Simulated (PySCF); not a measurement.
# CH3: from structure and modes to constants

Computed with PySCF, UB3LYP, basis C def2-TZVP, H def2-TZVP (no relativity, density fitting).

The doublet minimum has D3h symmetry. Masses (u): C 12.00000, H 1.00782.

```xyz
4
charge 0 multiplicity 2, angstrom
C     0.0000    0.0000    0.0000
H     1.0789    0.0000    0.0000
H    -0.5394    0.9343    0.0000
H    -0.5394   -0.9343    0.0000
```

Harmonic wavenumbers (cm⁻¹): 537.3 (a2'', ×1), 1410.1 (e', ×2), 3114.8 (a1', ×1), 3290.9 (e', ×2).

Q: Find the principal moments of inertia and the rotational constants. What kind of rotor is it?

A: About the centre of mass I = 1.7597, 1.7597, 3.5193 u Å². With B = 16.8576/I this gives 9.58, 9.58, 4.79 cm⁻¹. The molecule is an oblate symmetric top.

Q: Find the vibrational entropy and heat capacity at 298.15 K.

A: With u = 1.43878 ω/T, each mode gives S = R[u/(eᵘ−1) − ln(1−e⁻ᵘ)] and C = R u² eᵘ/(eᵘ−1)².
```csv
ω (cm⁻¹),u,S (J/(mol K)),C (J/(mol K))
537.3,2.593,2.39,4.89
1410.1 (×2),6.804,0.07,0.43
3114.8,15.031,0.00,0.00
3290.9 (×2),15.881,0.00,0.00
```
The sums over all modes are S = 2.5 and C = 5.7 J/(mol K); the softest mode gives 94 % of the entropy (each member, where degenerate).

Q: Give the standard entropy (298.15 K, 1 bar) by its translational, rotational, vibrational and spin parts, and Cp.

A: Sackur–Tetrode with M = 15.02 u gives 142.6; rotation with symmetry number 6 gives 43.6; vibration 2.5; spin R ln 2 = 5.8. The total is 194.5 J/(mol K), and Cp = 4 R + 5.7 = 39.0 J/(mol K).

Other isomers or separated fragments may lie lower.
